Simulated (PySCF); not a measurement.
water (H2O), SMILES O. Heavy atoms are numbered as in [OH2:1]. Hydrogens are named by the atom that carries them.

Coordinates come from a B3LYP-D3(BJ)/def2-TZVPD optimisation.

The numbers are results of PySCF with PBE/pcSseg-2, not measurements.

GIAO shieldings, no solvent; atoms alike by connectivity are averaged. δ = σ(ref) − σ: ¹⁷O against H2O (σ = 327.5 ppm); ¹H against TMS (σ = 31.47 ppm), references at their B3LYP-D3(BJ)/def2-TZVP geometries, non-relativistic.

| nucleus | atoms | count | δ (ppm) |
|---|---|---|---|
| ¹⁷O | O1 (OH2) | 1 | 0.3 |
| ¹H | H on O1 | 2 | 0.45 |
